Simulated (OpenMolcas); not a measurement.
# How methods differ on C3H5Cl (SMILES C/C=C/Cl)

C3H5Cl: 9 atoms, total charge 0, spin state singlet. As SMILES, `C/C=C/Cl`. The coordinates come from a PBE0-D4/def2-TZVP relaxation.

Quantity: the dipole moment, in D. The values are calculated.

**The experiment to reproduce.** NIST CCCBDB gives the dipole moment of the gas as 1.97 D.

| level | kind | program | value (D) | computed − measured | CPU time |
| --- | --- | --- | --- | --- | --- |
| HF/cc-pVDZ | Hartree–Fock | OpenMolcas | 2.15 | +0.18 | 11 s |
| SVWN5/cc-pVDZ | LDA | OpenMolcas | 1.83 | -0.14 | 37 s |
| revPBE/cc-pVDZ | GGA | OpenMolcas | 1.79 | -0.18 | 55 s |
| M06-L/cc-pVDZ | meta-GGA | OpenMolcas | 2.01 | +0.04 | 81 s |
| TPSS/cc-pVDZ | meta-GGA | OpenMolcas | 1.85 | -0.12 | 81 s |
| r2SCAN/cc-pVDZ | meta-GGA | OpenMolcas | 1.94 | -0.03 | 80 s |
| B3LYP/cc-pVDZ | global hybrid | OpenMolcas | 1.85 | -0.12 | 54 s |
| BHLYP/cc-pVDZ | global hybrid | OpenMolcas | 1.98 | +0.01 | 49 s |

Nearest: BHLYP/cc-pVDZ (+0.01 D); farthest: HF/cc-pVDZ (+0.18 D). The measured dipole is a vibrational average, so differences of a few hundredths of a debye mean little. Computed less measured by kind, in D (of the ab initio rows, those in cc-pVDZ): Hartree–Fock +0.18; LDA -0.14; GGA -0.18; meta-GGA -0.12 to +0.04; global hybrid -0.12 to +0.01. Magnitudes only. CPU times are rough (shared hosts, several kinds of processor and program).
